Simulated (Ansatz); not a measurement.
**Hf: from a trial structure to a relaxed crystal**

All numbers below come from Ansatz, DFT r2SCAN, scalar-relativistic, plane waves, PAW. Cutoff 500 eV, Γ-centred k mesh, Gaussian smearing, no spin polarisation in the final step.

The start puts Hf on the alpha-gallium structure type (Cmce, No. 64), at a guessed volume.

```
CELL_PARAMETERS angstrom
2.39987 -4.06733 0.00000
2.39987 4.06733 0.00000
0.00000 0.00000 4.80612
ATOMIC_POSITIONS crystal
Hf 0.15250 0.84750 0.07850
Hf 0.65250 0.34750 0.42150
Hf 0.84750 0.15250 0.92150
Hf 0.34750 0.65250 0.57850
```

Cell and atoms relax at zero pressure; the relaxation can't lower the symmetry of the start. After a coarse first stage the cell is made exact in the group found at 0.06 Å.

Energies count from the standard state of Hf at the same level.

**Question.** Which crystal results?

**Answer.** It ends in I4/mmm (No. 139). Conventional cell: a = 3.037 Å, c = 10.540 Å. Hf is coordinated by 9 Hf at 2.99–3.19 Å.

```xyz
2
Lattice="-1.5184 1.5184 5.2699 1.5184 -1.5184 5.2699 1.5184 1.5184 -5.2699" Properties=species:S:1:pos:R:3 pbc="T T T"
Hf    0.0000    0.0000    1.5971
Hf    0.0000    0.0000    8.9427
```

**Question.** What are its volume, energy, density and gap?

**Answer.** The volume per atom is 24.30 Å³, the density is 12.20 g/cm³ and the energy over the standard structure is 0.33 eV/atom. The gap on the 18×18×18 mesh is 0 eV (a metal).

The final run used a 18×18×18 mesh on its 2-atom cell and 0.10 eV smearing. For metals, differences of a few meV/atom aren't resolved. Spin–orbit coupling is left out. Symmetry constrained the relaxation, so the result can be a saddle point.